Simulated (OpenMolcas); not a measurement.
# PF3 (phosphorus trifluoride), step by step

We compute a single-point energy (UHF/STO-3G), then a single-point energy (CASSCF(2,2)/STO-3G), then a single-point energy (CASPT2(2,2)/STO-3G), then a single-point energy (SC-NEVPT2(2,2)/STO-3G), then a single-point energy (MRCI(2,2)/STO-3G) of PF3 (phosphorus trifluoride). 

Program for the calculation: OpenMolcas 26.06.

2 further runs of the same task are left out: 1 that didn't finish, 1 set aside as unsound or not needed.

## 1. The molecule

The species is PF3 (4 atoms), meant as a singlet with charge 0. As SMILES, `FP(F)F`. The P2–F3 distance was set to 2.358 Å, away from the relaxed value. At this shape a bond of the SMILES string is far longer than usual.

Bond lengths: F1–P2 1.572 Å, P2–F4 1.572 Å. Angles: F1–P2–F4 97.6°. A long bond or contact: P2–F3 2.358 Å.

## 2. The energy at UHF/STO-3G (run 1)

File step1.input:

```
>>> EXPORT MOLCAS_PRINT=2
&GATEWAY
BasLib = $CurrDir
Coord
4
angstrom
F        1.216622      -0.157621       1.339126
P        0.084722       0.820179       0.856926
F       -1.061900      -0.696500      -0.536900
F        0.907222       1.550779      -0.265374
Basis = STO-3G
Group = NoSym
&SEWARD
&SCF
UHF
Scramble = 0.25
PrOrbitals = 1 1
```

The basis set STO-3G is read from a file made from the Basis Set Exchange's data (not shown).

Run with:

```sh
$ export MOLCAS_MEM=1860
$ pymolcas step1.input > step1.log
```

The log of the run:

```text
--- Start Module: gateway ---
[...]
--- Stop Module: gateway /rc=_RC_ALL_IS_WELL_ ---
--- Start Module: seward ---
[...]
      Basis functions           24
--- Stop Module: seward /rc=_RC_ALL_IS_WELL_ ---
--- Start Module: scf ---
[...]
       Convergence after  34 Iterations
[...]
::    Total SCF energy                               -630.9501517516
[...]
      Total spin, S                                     0.5656642687
[...]
      Total electronic charge=   42.000000
      Total            charge=   -0.000000
[...]
      Dipole Moment (debye):
      Origin of the operator (angstrom)=    0.2592    0.4392    0.4177
                   X= -7.5714E-01               Y=  2.9943E-01               Z=  4.6486E-01           Total=  9.3756E-01
      Quadrupole Moment (debye*angstrom):
[...]
--- Stop Module: scf /rc=_RC_ALL_IS_WELL_ ---
[...]
```

Wall time 2.4 s (1 thread of Arm Neoverse V1, shared host); peak memory 0.37 GiB.

## 3. A single-point energy at CASSCF(2,2)/STO-3G (run 2)

File step2.input:

```
* F3P CASSCF

&gateway
  baslib=$CurrDir
  coord
  4
  angstrom
  F        1.216622      -0.157621       1.339126
  P        0.084722       0.820179       0.856926
  F       -1.061900      -0.696500      -0.536900
  F        0.907222       1.550779      -0.265374
  basis=STO-3G
  group=NoSym

&seward

&rasscf
  fileorb=$CurrDir/step1.UnaOrb
  spin=1
  nactel=2 0 0
  inactive=20
  ras2=2
  orblisting=Nothing
```

The basis set STO-3G is read from a file made from the Basis Set Exchange's data (not shown).

Run with:

```sh
$ export MOLCAS_MEM=1860
$ pymolcas step2.input > step2.log
```

The log of the run:

```text
--- Start Module: gateway ---
[...]
--- Stop Module: gateway /rc=_RC_ALL_IS_WELL_ ---
--- Start Module: seward ---
[...]
      Basis functions           24
--- Stop Module: seward /rc=_RC_ALL_IS_WELL_ ---
--- Start Module: rasscf ---
[...]
      Number of active orbitals                  2
[...]
      Spin quantum number                      0.0
[...]
      Active orbitals                            2
[...]
      Number of CSFs                             3
[...]
      Number of root(s) required                 1
[...]
      Convergence after 13 iterations
[...]
      printout of CI-coefficients larger than  0.05 for root  1
      energy=    -630.970402
      conf/sym  11     Coeff  Weight
             1  20  -0.88800 0.78854
             3  02   0.45985 0.21146
      Natural orbitals and occupation numbers for root  1
      sym 1:   1.577075   0.422925
      ************************************************************************************************************************
      *                                                    Final results                                                     *
[...]
::    RASSCF root number  1 Total energy:   -630.97040188
[...]
      Total electronic charge=   42.000000
      Total            charge=   -0.000000
[...]
      Dipole Moment (debye):
      Origin of the operator (angstrom)=    0.2592    0.4392    0.4177
                   X= -6.6696E-01               Y=  3.7744E-01               Z=  5.3054E-01           Total=  9.3208E-01
      Quadrupole Moment (debye*angstrom):
[...]
--- Stop Module: rasscf /rc=_RC_ALL_IS_WELL_ ---
[...]
```

Run time: 1.9 s. Hardware: 1 thread of Arm Neoverse V1, shared host; peak memory 0.37 GiB.

## 4. A single-point energy at CASPT2(2,2)/STO-3G (run 3)

File step3.inp:

```
&GATEWAY
 BasLib=$CurrDir
 Coord
 4
 angstrom
 F        1.216622      -0.157621       1.339126
 P        0.084722       0.820179       0.856926
 F       -1.061900      -0.696500      -0.536900
 F        0.907222       1.550779      -0.265374
 Basis=STO-3G
 Group=NoSym

&SEWARD

&RASSCF
 FileOrb=$CurrDir/step2.RasOrb
 Spin=1
 Nactel=2 0 0
 Inactive=20
 Ras2=2
 OrbListing=Nothing

&CASPT2
 Imaginary=0.1
 Frozen=8
```

The basis set STO-3G is read from a file made from the Basis Set Exchange's data (not shown).

Run with:

```sh
$ export MOLCAS_MEM=1860
$ pymolcas step3.inp > step3.log
```

The log of the run:

```text
--- Start Module: gateway ---
[...]
--- Stop Module: gateway /rc=_RC_ALL_IS_WELL_ ---
[...]
      Basis functions           24
[...]
--- Start Module: rasscf ---
[...]
      Number of active orbitals                  2
[...]
      Spin quantum number                      0.0
[...]
      Active orbitals                            2
[...]
      Number of CSFs                             3
[...]
      Number of root(s) required                 1
[...]
      Convergence after  4 iterations
[...]
      printout of CI-coefficients larger than  0.05 for root  1
      energy=    -630.970402
      conf/sym  11     Coeff  Weight
             1  20  -0.88800 0.78854
             3  02   0.45985 0.21146
      Natural orbitals and occupation numbers for root  1
      sym 1:   1.577075   0.422925
      ************************************************************************************************************************
      *                                                    Final results                                                     *
[...]
::    RASSCF root number  1 Total energy:   -630.97040188
[...]
      Total electronic charge=   42.000000
      Total            charge=   -0.000000
[...]
      Dipole Moment (debye):
      Origin of the operator (angstrom)=    0.2592    0.4392    0.4177
                   X= -6.6696E-01               Y=  3.7742E-01               Z=  5.3052E-01           Total=  9.3205E-01
      Quadrupole Moment (debye*angstrom):
[...]
--- Stop Module: rasscf /rc=_RC_ALL_IS_WELL_ ---
--- Start Module: caspt2 ---
[...]
 ###    WARNING: User changed nr of frozen orbitals.                         ###
 ###############################################################################
[...]
      E2 (Variational):          -0.0594719131
      Total energy:            -631.0298737908
[...]
      Reference weight:           0.96960
[...]
::    CASPT2 Root  1     Total energy:   -631.02987379
[...]
--- Stop Module: caspt2 /rc=_RC_ALL_IS_WELL_ ---
[...]
```

Wall time 1.8 s (1 thread of Arm Neoverse V1, shared host); peak memory 0.37 GiB.

## 5. A single-point energy at SC-NEVPT2(2,2)/STO-3G (run 4)

File step4.inp:

```
>>> EXPORT MOLCAS_PRINT=2
&gateway
baslib = $CurrDir
coord
4
angstrom
F        1.216622      -0.157621       1.339126
P        0.084722       0.820179       0.856926
F       -1.061900      -0.696500      -0.536900
F        0.907222       1.550779      -0.265374
basis = STO-3G
group = NoSym
&seward
&rasscf
fileorb = $CurrDir/step2.RasOrb
spin = 1
nactel = 2 0 0
inactive = 20
ras2 = 2
orblisting = Nothing
&caspt2
sc-nevpt2
frozen = 8
```

The basis set STO-3G is read from a file made from the Basis Set Exchange's data (not shown).

Run with:

```sh
$ export MOLCAS_MEM=1860
$ pymolcas step4.inp > step4.log
```

The log of the run:

```text
--- Start Module: gateway ---
[...]
--- Stop Module: gateway /rc=_RC_ALL_IS_WELL_ ---
[...]
      Basis functions           24
[...]
--- Start Module: rasscf ---
[...]
      Number of active orbitals                  2
[...]
      Spin quantum number                      0.0
[...]
      Active orbitals                            2
[...]
      Number of CSFs                             3
[...]
      Number of root(s) required                 1
[...]
      Convergence after  4 iterations
[...]
      printout of CI-coefficients larger than  0.05 for root  1
      energy=    -630.970402
      conf/sym  11     Coeff  Weight
             1  20  -0.88800 0.78854
             3  02   0.45985 0.21146
      Natural orbitals and occupation numbers for root  1
      sym 1:   1.577075   0.422925
      ************************************************************************************************************************
      *                                                    Final results                                                     *
[...]
::    RASSCF root number  1 Total energy:   -630.97040188
[...]
      Total electronic charge=   42.000000
      Total            charge=   -0.000000
[...]
      Dipole Moment (debye):
      Origin of the operator (angstrom)=    0.2592    0.4392    0.4177
                   X= -6.6696E-01               Y=  3.7742E-01               Z=  5.3052E-01           Total=  9.3205E-01
      Quadrupole Moment (debye*angstrom):
[...]
--- Stop Module: rasscf /rc=_RC_ALL_IS_WELL_ ---
--- Start Module: caspt2 ---
[...]
 ###    WARNING: User changed nr of frozen orbitals.                         ###
 ###############################################################################
[...]
      E2 (Variational):          -0.0581241892
[...]
      E2 (Variational):          -0.0581052213
      Total energy:            -631.0285070990
[...]
      Reference weight:           0.97106
[...]
::    SC-NEVPT2 Root  1     Total energy:   -631.02850710
[...]
--- Stop Module: caspt2 /rc=_RC_ALL_IS_WELL_ ---
[...]
```

Wall time 1.8 s (1 thread of Arm Neoverse V1, shared host); peak memory 0.37 GiB.

## 6. A single-point energy at MRCI(2,2)/STO-3G (run 5)

File step5.inp:

```
&GATEWAY
  BasLib=$CurrDir
  Coord
  4
  angstrom
  F        1.216622      -0.157621       1.339126
  P        0.084722       0.820179       0.856926
  F       -1.061900      -0.696500      -0.536900
  F        0.907222       1.550779      -0.265374
  Basis=STO-3G
  Group=NoSym

&SEWARD

&RASSCF
  FileOrb=$CurrDir/step2.RasOrb
  Spin=1
  Nactel=2 0 0
  Inactive=20
  Ras2=2
  OrbListing=Nothing

&MOTRA
  LumOrb
  Frozen=8

&GUGA
  Electrons=26
  Spin=1
  Inactive=12
  Active=2
  CIAll=1

&MRCI
  SDCI
```

The basis set STO-3G is read from a file made from the Basis Set Exchange's data (not shown).

Run with:

```sh
$ export MOLCAS_MEM=1860
$ pymolcas step5.inp > step5.log
```

The log of the run:

```text
--- Start Module: gateway ---
[...]
--- Stop Module: gateway /rc=_RC_ALL_IS_WELL_ ---
[...]
      Basis functions           24
[...]
      Number of active orbitals                  2
[...]
      Spin quantum number                      0.0
[...]
      Active orbitals                            2
[...]
      Number of CSFs                             3
[...]
      Number of root(s) required                 1
[...]
      Convergence after  4 iterations
[...]
      printout of CI-coefficients larger than  0.05 for root  1
      energy=    -630.970402
      conf/sym  11     Coeff  Weight
             1  20  -0.88800 0.78854
             3  02   0.45985 0.21146
      Natural orbitals and occupation numbers for root  1
      sym 1:   1.577075   0.422925
      ************************************************************************************************************************
      *                                                    Final results                                                     *
[...]
::    RASSCF root number  1 Total energy:   -630.97040188
[...]
      Dipole Moment (debye):
      Origin of the operator (angstrom)=    0.2592    0.4392    0.4177
                   X= -6.6696E-01               Y=  3.7742E-01               Z=  5.3052E-01           Total=  9.3205E-01
      Quadrupole Moment (debye*angstrom):
[...]
      *** WARNING: Default frozen orbitals is overwritten by user input.
      *** Default values:   8
[...]
--- Start Module: guga ---
[...]
--- Stop Module: guga /rc=_RC_ALL_IS_WELL_ ---
--- Start Module: mrci ---
[...]
       (But an ACPF correction will be computed)
       USE THE DEFAULT ACPF G-VALUE GFAC=   7.6923076923076927E-002
[...]
                      CI ENERGY:  -631.04322223
[...]
                ACPF CORRECTION:    -0.00381869
[...]
      Total electronic charge=   42.000000
      Total            charge=   -0.000000
[...]
     ACPF CORRECTION:     -0.00381869
[...]
  CI State   1     Total energy:   -631.04322223     QDav:     -0.00415507     QACPF:     -0.00381869
[...]
--- Stop Module: mrci /rc=_RC_ALL_IS_WELL_ ---
[...]
```

Run time: 2.4 s. Hardware: 1 thread of Arm Neoverse V1, shared host; peak memory 0.37 GiB.

## 7. Outcome

| quantity | value |
| --- | --- |
| run 1, UHF/STO-3G: total energy | -630.95015 Eh |
| run 1, UHF/STO-3G: dipole moment | 0.94 D |
| run 1, UHF/STO-3G: HOMO energy | -6.45 eV |
| run 1, UHF/STO-3G: LUMO energy | 6.76 eV |
| run 1, UHF/STO-3G: HOMO–LUMO gap | 13.22 eV |
| run 1, UHF/STO-3G: ⟨S²⟩ | 0.886 |
| run 2, CASSCF(2,2)/STO-3G: total energy | -630.97040 Eh |
| run 2, CASSCF(2,2)/STO-3G: dipole moment (CASSCF density) | 0.93 D |
| run 3, CASPT2(2,2)/STO-3G: total energy | -631.02987 Eh |
| run 3, CASPT2(2,2)/STO-3G: dipole moment (CASSCF density) | 0.93 D |
| run 4, SC-NEVPT2(2,2)/STO-3G: total energy | -631.02851 Eh |
| run 4, SC-NEVPT2(2,2)/STO-3G: dipole moment (CASSCF density) | 0.93 D |
| run 5, MRCI(2,2)/STO-3G: total energy | -631.04322 Eh |
| run 5, MRCI(2,2)/STO-3G: dipole moment (CASSCF density) | 0.93 D |

What this shows: ⟨S²⟩ (run 1, UHF/STO-3G) is 0.89 where a pure singlet has 0.00: the reference is spin-contaminated. Mulliken charges (run 3, CASPT2(2,2)/STO-3G) of the CASSCF density run from -0.30 on F1 to +0.66 on P2. Mulliken charges (run 4, SC-NEVPT2(2,2)/STO-3G) of the CASSCF density run from -0.30 on F1 to +0.66 on P2; they depend strongly on the basis. Mulliken charges (run 5, MRCI(2,2)/STO-3G) of the CASSCF density run from -0.30 on F1 to +0.66 on P2; they depend strongly on the basis.
